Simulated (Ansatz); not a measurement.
**Molecular dynamics, step by step**

C2H6Cl (SMILES [Cl-].CC) (charge -1), closed shell, PBE0-D4/def2-SVPD (Ansatz 0.2.0). Settings (timestep in fs, temperature in K; T counts 21 degrees of freedom):

```yaml
hamiltonian: {xc: pbe0, dispersion: d4}
md: {n_steps: 40, timestep: 1.0, temperature: 700, ensemble: nvt_nose_hoover, seed: 842, initial_velocities: maxwell_boltzmann}
```

Start (the SMILES describes the start alone):

| atom | x (Å) | y (Å) | z (Å) |
| --- | --- | --- | --- |
| Cl1 | 0.4559 | -1.9659 | -2.6421 |
| C2 | 0.1511 | -0.4164 | 0.6458 |
| C3 | -0.2645 | 0.9085 | 0.0315 |
| H4 | 0.3321 | -1.1461 | -0.1514 |
| H5 | 1.0668 | -0.3118 | 1.2379 |
| H6 | -0.6270 | -0.8101 | 1.3086 |
| H7 | -0.4607 | 1.6796 | 0.7861 |
| H8 | -1.1655 | 0.7839 | -0.5738 |
| H9 | 0.5118 | 1.2784 | -0.6426 |

| step | time (fs) | potential energy less the start (meV) | kinetic energy (meV) | T (K) |
| --- | --- | --- | --- | --- |
| 0 | 0.00 | 0.0 | 633.4 | 700 |
| 2 | 2.00 | 103.0 | 533.9 | 590 |
| 4 | 4.00 | 264.0 | 373.7 | 413 |
| 6 | 6.00 | 390.0 | 249.9 | 276 |
| 8 | 8.00 | 376.6 | 263.3 | 291 |
| 10 | 10.00 | 243.6 | 393.5 | 435 |
| 12 | 12.00 | 159.5 | 478.6 | 529 |
| 14 | 14.00 | 141.7 | 496.5 | 549 |
| 16 | 16.00 | 211.7 | 428.7 | 474 |
| 18 | 18.00 | 301.3 | 342.0 | 378 |
| 20 | 20.00 | 299.5 | 343.5 | 380 |
| 22 | 22.00 | 268.1 | 375.2 | 415 |
| 24 | 24.00 | 241.9 | 403.5 | 446 |
| 26 | 26.00 | 203.2 | 441.8 | 488 |
| 28 | 28.00 | 236.6 | 411.9 | 455 |
| 30 | 30.00 | 268.4 | 381.8 | 422 |
| 32 | 32.00 | 296.9 | 354.0 | 391 |
| 34 | 34.00 | 352.5 | 302.4 | 334 |
| 36 | 36.00 | 340.5 | 314.6 | 348 |
| 38 | 38.00 | 305.8 | 352.1 | 389 |
| 40 | 40.00 | 231.0 | 429.1 | 474 |

Step 10, positions (Å) and forces (eV/Å):

```tsv
atom	x	y	z	Fx	Fy	Fz
Cl1	0.465	-2.001	-2.698	-0.010	0.049	0.074
C2	0.124	-0.345	0.760	0.541	-1.003	-1.361
C3	-0.265	0.936	0.069	-0.567	0.214	0.950
H4	0.232	-0.983	-0.123	0.122	-0.808	-0.095
H5	1.143	-0.360	1.164	-0.052	0.314	0.495
H6	-0.580	-0.893	1.400	-0.176	0.567	0.262
H7	-0.504	1.736	0.767	0.118	0.625	0.324
H8	-1.184	0.791	-0.506	0.023	-0.111	-0.385
H9	0.550	1.240	-0.587	0.002	0.153	-0.263
```

Step 22, positions (Å) and forces (eV/Å):

| atom | x | y | z | Fx | Fy | Fz |
| --- | --- | --- | --- | --- | --- | --- |
| Cl1 | 0.476 | -2.042 | -2.762 | -0.016 | 0.030 | 0.089 |
| C2 | 0.133 | -0.341 | 0.802 | -0.997 | 1.604 | 0.554 |
| C3 | -0.297 | 1.002 | 0.157 | 1.028 | -1.087 | -1.239 |
| H4 | 0.206 | -1.212 | 0.136 | -0.038 | 0.327 | -0.258 |
| H5 | 1.033 | -0.179 | 1.371 | 1.060 | -0.087 | 0.075 |
| H6 | -0.589 | -0.484 | 1.597 | -0.633 | -0.811 | 0.385 |
| H7 | -0.454 | 1.884 | 0.789 | -0.134 | -0.294 | 0.491 |
| H8 | -1.139 | 0.839 | -0.514 | -0.589 | 0.042 | 0.092 |
| H9 | 0.485 | 1.276 | -0.556 | 0.318 | 0.276 | -0.190 |

Step 34, positions (Å) and forces (eV/Å):

| atom | x | y | z | Fx | Fy | Fz |
| --- | --- | --- | --- | --- | --- | --- |
| Cl1 | 0.487 | -2.082 | -2.823 | -0.010 | 0.033 | 0.071 |
| C2 | 0.093 | -0.241 | 0.929 | 0.349 | -1.291 | -2.730 |
| C3 | -0.276 | 1.006 | 0.158 | -0.699 | 0.735 | 2.293 |
| H4 | 0.166 | -1.093 | 0.228 | 0.033 | -0.039 | 0.021 |
| H5 | 1.074 | -0.155 | 1.339 | 0.977 | 0.187 | 0.791 |
| H6 | -0.622 | -0.545 | 1.666 | -0.719 | 0.113 | 0.862 |
| H7 | -0.408 | 1.677 | 1.035 | -0.070 | 0.830 | -0.687 |
| H8 | -1.261 | 0.954 | -0.305 | -0.107 | -0.210 | -0.426 |
| H9 | 0.458 | 1.450 | -0.513 | 0.248 | -0.359 | -0.195 |

Last step (40):

| atom | x (Å) | y (Å) | z (Å) |
| --- | --- | --- | --- |
| Cl1 | 0.4921 | -2.1012 | -2.8531 |
| C2 | 0.0842 | -0.2188 | 0.9554 |
| C3 | -0.2906 | 1.0263 | 0.2178 |
| H4 | 0.1382 | -1.0258 | 0.2157 |
| H5 | 1.1053 | -0.1267 | 1.4428 |
| H6 | -0.6438 | -0.5310 | 1.7707 |
| H7 | -0.3131 | 1.8504 | 0.9529 |
| H8 | -1.2170 | 0.8885 | -0.3707 |
| H9 | 0.4237 | 1.4187 | -0.5335 |

The run took about 43 s on 4 CPU threads of an Arm Neoverse V1 (shared host).
